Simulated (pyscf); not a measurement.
GeH₄ (SMILES [GeH4]) + H₂C=CH₂ (SMILES C=C) → GeH₂ (SMILES [GeH2]) [singlet] + H₃C–CH₃ (SMILES CC) (concerted two-bond exchange; singlet surface; Ge–H, Ge–H broken, C–H, C–H formed). PySCF, gas phase, ωB97X-D3(BJ)/def2-SVP geometries. Correlated levels are frozen-core, on RHF or UHF. ΔMP2 is the change of the MP2 total energy from the triple- to the quadruple-zeta basis. Rate constants from transition-state theory, CCSD(T)/def2-TZVPP + ΔMP2(QZVPP) energies (ideal gas, 1 atm, RRHO with modes under 100 cm⁻¹ raised to 100, one conformer, R ln 2 for rigid chiral ones; no tunnelling), k in cm³ molecule⁻¹ s⁻¹.

```tsv
T (K)	1000/T	log10 k
298	3.354	-49.19
600	1.667	-30.36
900	1.111	?
1200	0.833	-20.52
```

Problem. Fit an Arrhenius line to the three values, give the activation energy, and predict k at 900 K.

Solution. Least squares gives log10 k = -11.22 − 11.34 × 1000/T, so Ea = 11.34 × ln 10 × 1.987 = 51.9 kcal/mol, against an electronic barrier of 51.1. At 900 K the line gives -23.82; the computed value is -23.87 (ΔG‡ = 75.1 kcal/mol), close to the line. On the product side the descent ends in a complex (not fully relaxed), 5.1 kcal/mol under the separated species and 52.0 kcal/mol under the saddle at ωB97X-D3(BJ)/def2-TZVP. This is the saddle that the search found; another between the same sides may lie lower. The CCSD(T) − MP2 part came from Ansatz, without density fitting, on the same reference. The frozen core leaves the outer d or s,p core shells of the metals and heavy elements correlated in the MP2 and CC values, and def2-TZVPP describes them poorly, which can shift differences by a few kcal/mol. Elements up to Kr have no core potential and no relativistic terms here.
